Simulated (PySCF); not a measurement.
N2. Atoms are numbered in the order given.

```xyz
2

N      0.0000     0.0000    -0.5447
N      0.0000     0.0000     0.5447
```
Charge 0, spin multiplicity 1.

Geometry: PBE0-D3(BJ)/def2-TZVPD.

Method: TDA-PBE/def2-TZVPD in PySCF 2.14.0.

Vertical excitations; the highest root listed may be one member of a degenerate set.  State labels are in the subgroup D2h.

```json
[
 {"state": "S1", "symmetry": "B3g", "energy (eV)": "9.38", "λ (nm)": "132", "f": "0.000", "main pairs": "HOMO→LUMO+1 (degenerate set)"},
 {"state": "S2", "symmetry": "B2g", "energy (eV)": "9.38", "λ (nm)": "132", "f": "0.000", "main pairs": "HOMO→LUMO (degenerate set)"},
 {"state": "S3", "symmetry": "Au", "energy (eV)": "9.88", "λ (nm)": "125", "f": "0.000", "main pairs": "HOMO−2→LUMO 50 %, HOMO−1→LUMO+1 50 %"},
 {"state": "S4", "symmetry": "Au", "energy (eV)": "10.31", "λ (nm)": "120", "f": "0.000", "main pairs": "HOMO−1→LUMO+1, HOMO−2→LUMO (degenerate set)"},
 {"state": "S5", "symmetry": "B1u", "energy (eV)": "10.31", "λ (nm)": "120", "f": "0.000", "main pairs": "HOMO−2→LUMO+1, HOMO−1→LUMO (degenerate set)"},
 {"state": "S6", "symmetry": "Ag", "energy (eV)": "11.89", "λ (nm)": "104", "f": "0.000", "main pairs": "HOMO→LUMO+2 98 %"},
 {"state": "S7", "symmetry": "B1u", "energy (eV)": "12.50", "λ (nm)": "99", "f": "0.237", "main pairs": "HOMO→LUMO+3 99 %"},
 {"state": "S8", "symmetry": "B2u", "energy (eV)": "12.94", "λ (nm)": "96", "f": "0.101", "main pairs": "HOMO−2→LUMO+2 (degenerate set)"},
 {"state": "S9", "symmetry": "B3u", "energy (eV)": "12.94", "λ (nm)": "96", "f": "0.101", "main pairs": "HOMO−1→LUMO+2 (degenerate set)"},
 {"state": "S10", "symmetry": "B3u", "energy (eV)": "13.70", "λ (nm)": "91", "f": "0.112", "main pairs": "HOMO−3→LUMO 92 %"},
 {"state": "T1", "symmetry": "B3g", "energy (eV)": "7.61", "λ (nm)": "163", "f": "0", "main pairs": "HOMO→LUMO+1 (degenerate set)"},
 {"state": "T2", "symmetry": "B2g", "energy (eV)": "7.61", "λ (nm)": "163", "f": "0", "main pairs": "HOMO→LUMO (degenerate set)"},
 {"state": "T3", "symmetry": "B1u", "energy (eV)": "8.02", "λ (nm)": "155", "f": "0", "main pairs": "HOMO−2→LUMO+1 50 %, HOMO−1→LUMO 50 %"},
 {"state": "T4", "symmetry": "Au", "energy (eV)": "8.65", "λ (nm)": "143", "f": "0", "main pairs": "HOMO−2→LUMO 50 %, HOMO−1→LUMO+1 50 %"}
]
```
Triplets are in the Tamm–Dancoff approximation.
